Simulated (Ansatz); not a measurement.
Results of RPBE (Ansatz, a program for electronic structure, plane waves, PAW) for grey tin (α-Sn).

Settings: plane-wave cutoff 520 eV, 20×20×20 k mesh, Fermi–Dirac smearing 0.05 eV, scalar-relativistic PAW data made under PBE.

Cell (relaxed at this level):

Space group Fd-3m, origin choice 1 (No. 227); a = b = c = 6.732 Å, α = β = γ = 90.00°

| atom | site | symmetry | x | y | z |
|---|---|---|---|---|---|
| Sn | 8a | -43m | 0.0000 | 0.0000 | 0.0000 |
(The calculation used a cell of 2 atoms; values per cell refer to that cell.)

### Question
What does this level give for the elastic constant C12, Voigt–Reuss–Hill bulk modulus, elastic constant C11 and elastic constant C44?

### Answer

elastic constant C12: 22.5 GPa
Voigt–Reuss–Hill bulk modulus: 32.0 GPa
elastic constant C11: 50.9 GPa
elastic constant C44: 24.9 GPa

Measured, for comparison: elastic constant C12 29.3 GPa, elastic constant C11 69 GPa, elastic constant C44 36.2 GPa (low temperature, zero-point motion not removed; as tabulated in Tanner et al. (2021), arXiv:2110.11888). Computed (rounded) less measured: elastic constant C12 -23 %, elastic constant C11 -26 %, elastic constant C44 -31 %.

Note: the solid has no gap at this level, which affects its response.

Elastic constants are with the ions relaxed.

Spin–orbit coupling is not included.

The computed numbers hold no vibrational or temperature effects.
